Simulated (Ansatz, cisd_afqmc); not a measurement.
System: F, charge 0, doublet.

Total energies in aug-cc-pVDZ, 7 correlated electrons, 1 frozen orbitals. Radicals and triplets start from unrestricted determinants; spin-orbit coupling is neglected. Correlated methods leave the cores frozen. No relativity. The Monte Carlo rows (phaseless AFQMC, CISD trial, step 0.005/hartree) carry one-sigma bars that omit the constraint's bias. Outlying blocks are dropped, and bars are widened where a walk drifts. Over all cases where full CI ran beside it in this data, AFQMC minus full CI had a median of +0.1 mEh and passed +0.4 mEh in a tenth of the cases. Full CI freezes restricted core orbitals and the other rows unrestricted ones, which leaves a small offset even where coupled cluster is exact.

```
method         program        energy (Eh)  error against FCI (mEh)
----------  ----------  -----------------  -----------------------
HF              Ansatz          -99.38109                   169.22
MP2             Ansatz          -99.53570                    14.62
CCSD            Ansatz          -99.54775                     2.57
CCSD(T)         Ansatz          -99.55007                     0.25
CCSDT(Q)        Ansatz          -99.55035                    -0.04
CCSDTQ          Ansatz          -99.55035                    -0.04
AFQMC/CISD  cisd_afqmc  -99.5502 ± 0.0001                0.1 ± 0.1
FCI             Ansatz          -99.55032                     0.00
```

Ansatz is an electronic-structure program.
